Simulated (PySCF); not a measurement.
# C5H11F ((CH3)3CCH2F): the cost of one run

Programs: PySCF 2.14.0, with density-fitted response routines of our own. Each step states its level of theory. These are calculated values for one molecule in the gas phase, unless marked as measured. Atoms are numbered from 0 throughout.

## 1. The starting structure

17 atoms, charge 0, multiplicity 1; geometry from: MMFF94s. The atoms were then displaced at random by about 0.03 Å, so the start is not that level's minimum.

Bonds of the start (Å): C0–C1 1.47, C1–C2 1.55, C1–C3 1.64, C1–C4 1.51, C4–F5 1.37, C0–H6 1.05, C0–H7 1.17, C0–H8 1.20, C2–H9 1.16, C2–H10 1.06, C2–H11 1.04, C3–H12 1.01, C3–H13 1.09, C3–H14 1.00, C4–H15 1.13, C4–H16 1.13.

## 2. Optimising the geometry at PBE0-D3(BJ)/def2-SVP

What the job is given:

```
{"job": {"xc": "PBE0", "basis": "def2-SVP", "d3": "d3bj", "grid": 1, "shake": 0.03, "kind": "geom"}, "charge": 0, "multiplicity": 1}
C     -0.558270     0.372890    -1.336770
C     -0.023690    -0.006140    -0.019340
C     -0.941980    -1.095710     0.587460
C      1.504010    -0.541710    -0.266570
C      0.060290     1.192780     0.902710
F      0.599260     0.843610     2.114420
H     -0.659240    -0.395530    -2.050030
H      0.031660     1.247510    -1.837930
H     -1.635490     0.865570    -1.150320
H     -0.473580    -1.441240     1.596620
H     -0.987260    -1.966980    -0.022390
H     -1.878860    -0.720130     0.825650
H      1.782420    -0.851900     0.650460
H      1.329770    -1.396710    -0.918100
H      2.044470     0.179450    -0.697680
H     -0.924850     1.669750     1.163480
H      0.702780     2.043900     0.518610
```

Run with:

```console
$ OMP_NUM_THREADS=1 python probes_run.py task.json out
```

The driver reads the jobs from task.json and runs them one after another.

**Question.** How long does this first job take on 1 thread of Arm Neoverse N1, shared host, and how much memory does it need?

About 88 s, with a peak of 0.57 GiB.
